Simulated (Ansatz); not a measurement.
Basis sets compared for Al(H2S)H3 (AlH₅S). Total charge 0; singlet. Geometry PBE0-D4/def2-TZVP. Ansatz on 2 threads of AMD EPYC 7R13 on a shared host; times are rough, and most runs start from earlier orbitals.

Cartesian coordinates in Å:
```
Al -0.983 -0.161 -0.444
S 0.981 0.229 1.104
H 1.797 -0.710 0.595
H 1.570 1.208 0.397
H -1.437 -1.535 0.230
H -0.182 -0.216 -1.825
H -1.747 1.186 -0.058
```

B3LYP takes the VWN-RPA correlation.

Binding counts from free atoms (Al doublet, S triplet, H doublet) in the same basis, without a counterpoise term.

```csv
level,functions,energy (Eh),HOMO (eV),LUMO (eV),binding per atom (eV),wall time
HF/STO-3G,23,-635.0528,-8.30,10.67,2.84,0.1 s
HF/6-31G,36,-642.2213,-11.01,2.36,1.57,0.15 s
PBE-D4/def2-SVP,61,-643.0750,-6.48,-1.24,2.49,0.4 s
PBE-D4/def2-TZVP,104,-643.3044,-6.55,-1.66,2.49,0.6 s
r2SCAN-D4/def2-TZVP,104,-643.5658,-6.86,-1.39,2.53,1.3 s
B3LYP-D4/6-31G,36,-643.5590,-7.72,-0.63,2.30,0.4 s
B3LYP-D4/def2-TZVP,104,-643.6821,-7.63,-0.92,2.53,0.75 s
PBE0-D4/def2-SVP,61,-643.1411,-7.77,-0.20,2.48,0.55 s
PBE0-D4/def2-TZVP (with forces),104,-643.3667,-7.81,-0.64,2.48,1.1 s
```

**Question.** Estimate the rows for PBE-D4/def2-TZVPD, r2SCAN-D4/def2-TZVPD, PBE0-D4/def2-TZVPD.

**Answer.** 
| level | functions | energy (Eh) | HOMO (eV) | LUMO (eV) | binding per atom (eV) | wall time |
| --- | --- | --- | --- | --- | --- | --- |
| PBE-D4/def2-TZVPD | 134 | -643.3054 | -6.56 | -1.72 | 2.49 | 0.9 s |
| r2SCAN-D4/def2-TZVPD | 134 | -643.5667 | -6.86 | -1.42 | 2.54 | 1.8 s |
| PBE0-D4/def2-TZVPD | 134 | -643.3675 | -7.82 | -0.77 | 2.48 | 1.2 s |
